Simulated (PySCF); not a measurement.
## Functional dependence of a UV spectrum

Compound: ClF.
InChI=1S/ClF/c1-2

Linear-response calculations in the def2-SVPD basis (PySCF; singlets by full response, triplets Tamm–Dancoff, core orbitals frozen in the response; HF means time-dependent Hartree–Fock). 'Strongest' is the level of largest summed f among the singlets computed (10 roots, of which the last may lack a degenerate partner); it can jump between rows when another state enters that window. S1 is the lowest singlet of each run and needn't be the same state throughout; f(S1) is that of one state. Isolated species at its PBE0-D3(BJ)/def2-SVP geometry, gas phase.

| functional | kind | S1 (eV) | f(S1) | strongest (eV) | T1 (eV) | HOMO (eV) | gap (eV) | ionisation energy, ΔSCF (eV) |
| --- | --- | --- | --- | --- | --- | --- | --- | --- |
| LDA | LDA | 3.73 | 0.000 | 8.70 | 2.78 | -8.13 | 3.16 | 12.85 |
| PBE | GGA | 3.80 | 0.000 | 8.57 | 2.74 | -8.02 | 3.29 | 12.63 |
| B3LYP | global hybrid, 20% exact exchange | 3.93 | 0.000 | 9.04 | 2.87 | -9.39 | 5.62 | 12.94 |
| PBE0 | global hybrid, 25% exact exchange | 3.99 | 0.000 | 9.35 | 2.85 | -9.68 | 6.21 | 12.93 |
| BHandHLYP | global hybrid, 50% exact exchange | 4.13 | 0.000 | 9.74 | 3.00 | -11.21 | 9.05 | 13.06 |
| CAM-B3LYP | range-separated hybrid | 3.95 | 0.000 | 9.26 | 2.87 | -11.15 | 8.91 | 13.03 |
| wB97X-D | range-separated hybrid | 3.99 | 0.000 | 9.57 | 2.96 | -11.65 | 10.06 | 13.05 |
| HF | Hartree–Fock | 4.47 | 0.000 | 11.56 | 3.18 | -13.64 | 14.47 | not settled |

Problem. What does LC-wPBE (range-separated hybrid) give?

Solution. S1 (eV) 4.00, f(S1) 0.000, strongest (eV) 9.78, T1 (eV) 2.85, HOMO (eV) -12.59, gap (eV) 11.65, ionisation energy, ΔSCF (eV) 13.08. S1 runs from 3.73 eV (LDA) to 4.47 eV (HF), a spread of 0.73 eV, while the orbital gap spreads over 11.3 eV. Along PBE (0%), B3LYP (20%), PBE0 (25%), BHandHLYP (50%), HF (100%) S1 rises with the share of exact exchange. −ε(HOMO) comes closest to its own ΔSCF ionisation energy with LC-wPBE (-0.48 eV) and misses most with LDA (-4.72 eV). 'Not settled' means that the ion's SCF failed to converge or may have ended in another state than the lowest.
